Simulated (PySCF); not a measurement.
Gas-phase reaction: HBNH + 2 H2 ⇌ BH3 + NH3

Method: PySCF energies plus ideal-gas RRHO corrections (1 bar). † marks an energy on the PBE0/def2-TZVP geometry and frequencies; other levels use their own. MP2 freezes the core. All species are closed-shell singlets. HBNH: computed as isolated molecules; such fragments, hydroxides, amides, oligomers or adducts are transient or little studied in the gas. MP2 isn't extrapolated to the basis-set limit; its ΔH°(298 K) is 28.5 kJ in def2-SVP and 12.1 kJ in def2-TZVPP. The harmonic model lacks anharmonicity and excited electronic states, which grow with temperature; levels with a mode under 35 cm⁻¹ are left out.

ΔH° and ΔS° at 298 K: M06-2X/def2-TZVP† 12 kJ, -90 J/K; MP2/def2-TZVPP† 12 kJ, -90 J/K; PBE/def2-TZVP† 16 kJ, -90 J/K; PBE0/def2-QZVP† -12 kJ, -90 J/K; PBE0/def2-SVP† 1 kJ, -90 J/K; PBE0/def2-TZVP -7 kJ, -90 J/K.

Problem. With the heat capacities included, give log10 K (1 bar) at 1000, 1200, 1400, 1600, 2000 K from M06-2X/def2-TZVP†, MP2/def2-TZVPP†, PBE/def2-TZVP†, PBE0/def2-QZVP†, PBE0/def2-SVP†, PBE0/def2-TZVP.

Solution. 
```
T (K)  M06-2X/def2-TZVP†  MP2/def2-TZVPP†  PBE/def2-TZVP†  PBE0/def2-QZVP†  PBE0/def2-SVP†  PBE0/def2-TZVP
-----  -----------------  ---------------  --------------  ---------------  --------------  --------------
1000                -6.1             -6.1            -6.3             -4.9            -5.5            -5.1
1200                -6.1             -6.2            -6.3             -5.1            -5.7            -5.3
1400                -6.2             -6.2            -6.4             -5.3            -5.8            -5.5
1600                -6.2             -6.2            -6.4             -5.5            -5.9            -5.6
2000                -6.3             -6.3            -6.4             -5.7            -6.0            -5.8
```
